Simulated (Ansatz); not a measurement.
A trace of molecular dynamics of C₄H₉N (14 atoms, charge 0, multiplicity 1).

The calculation used RKS BLYP/def2-SVP (Ansatz 0.2.0).

| Quantity | Value |
| --- | --- |
| ensemble | NVE (velocity Verlet) |
| starting velocities drawn for | 300 K |
| seed | 8608 |

```json
{"time (fs)": "0", "T (K)": "300", "potential energy less start (eV)": "0.000", "conserved less start (meV/atom)": "0.00"}
{"time (fs)": "4", "T (K)": "171", "potential energy less start (eV)": "0.203", "conserved less start (meV/atom)": "0.12"}
{"time (fs)": "8", "T (K)": "69", "potential energy less start (eV)": "0.363", "conserved less start (meV/atom)": "0.25"}
{"time (fs)": "12", "T (K)": "201", "potential energy less start (eV)": "0.155", "conserved less start (meV/atom)": "0.06"}
{"time (fs)": "16", "T (K)": "344", "potential energy less start (eV)": "-0.067", "conserved less start (meV/atom)": "0.12"}
{"time (fs)": "20", "T (K)": "1186", "potential energy less start (eV)": "-1.376", "conserved less start (meV/atom)": "-0.13"}
{"time (fs)": "24", "T (K)": "1501", "potential energy less start (eV)": "-1.871", "conserved less start (meV/atom)": "-0.60"}
{"time (fs)": "28", "T (K)": "511", "potential energy less start (eV)": "-0.324", "conserved less start (meV/atom)": "0.21"}
{"time (fs)": "32", "T (K)": "1067", "potential energy less start (eV)": "-1.191", "conserved less start (meV/atom)": "-0.09"}
{"time (fs)": "36", "T (K)": "1438", "potential energy less start (eV)": "-1.772", "conserved less start (meV/atom)": "-0.49"}
{"time (fs)": "40", "T (K)": "731", "potential energy less start (eV)": "-0.666", "conserved less start (meV/atom)": "0.18"}
{"time (fs)": "44", "T (K)": "766", "potential energy less start (eV)": "-0.721", "conserved less start (meV/atom)": "0.13"}
{"time (fs)": "48", "T (K)": "931", "potential energy less start (eV)": "-0.970", "conserved less start (meV/atom)": "0.60"}
{"time (fs)": "52", "T (K)": "848", "potential energy less start (eV)": "-0.847", "conserved less start (meV/atom)": "0.16"}
{"time (fs)": "56", "T (K)": "883", "potential energy less start (eV)": "-0.903", "conserved less start (meV/atom)": "0.11"}
{"time (fs)": "60", "T (K)": "858", "potential energy less start (eV)": "-0.851", "conserved less start (meV/atom)": "1.03"}
{"time (fs)": "64", "T (K)": "925", "potential energy less start (eV)": "-0.968", "conserved less start (meV/atom)": "0.17"}
{"time (fs)": "68", "T (K)": "821", "potential energy less start (eV)": "-0.806", "conserved less start (meV/atom)": "0.16"}
{"time (fs)": "72", "T (K)": "1243", "potential energy less start (eV)": "-1.472", "conserved less start (meV/atom)": "-0.70"}
{"time (fs)": "76", "T (K)": "1009", "potential energy less start (eV)": "-1.101", "conserved less start (meV/atom)": "-0.09"}
{"time (fs)": "80", "T (K)": "591", "potential energy less start (eV)": "-0.448", "conserved less start (meV/atom)": "0.21"}
{"time (fs)": "84", "T (K)": "1374", "potential energy less start (eV)": "-1.681", "conserved less start (meV/atom)": "-1.04"}
{"time (fs)": "88", "T (K)": "1179", "potential energy less start (eV)": "-1.372", "conserved less start (meV/atom)": "-0.62"}
{"time (fs)": "92", "T (K)": "602", "potential energy less start (eV)": "-0.466", "conserved less start (meV/atom)": "0.18"}
{"time (fs)": "96", "T (K)": "1278", "potential energy less start (eV)": "-1.525", "conserved less start (meV/atom)": "-0.59"}
{"time (fs)": "100", "T (K)": "1139", "potential energy less start (eV)": "-1.313", "conserved less start (meV/atom)": "-0.91"}
```

Question: Can this run be trusted? Judge the integration.

Answer: The conserved energy stayed within 1.2 meV per atom of its start (net change -0.91 meV per atom), so the integration is sound. The kinetic energy rose, since the run started high on the potential surface and went downhill. A run of 0.1 ps of so small a system gives no equilibrium averages. The orbitals stay closed-shell, which can raise the energy where a bond breaks towards radicals; this wasn't checked here. The time step was 0.5 fs.

The run took 6.3 min on 2 threads of AMD EPYC 7R43 64-Core Processor (Zen 3), on a shared host, peak memory 0.17 GiB.
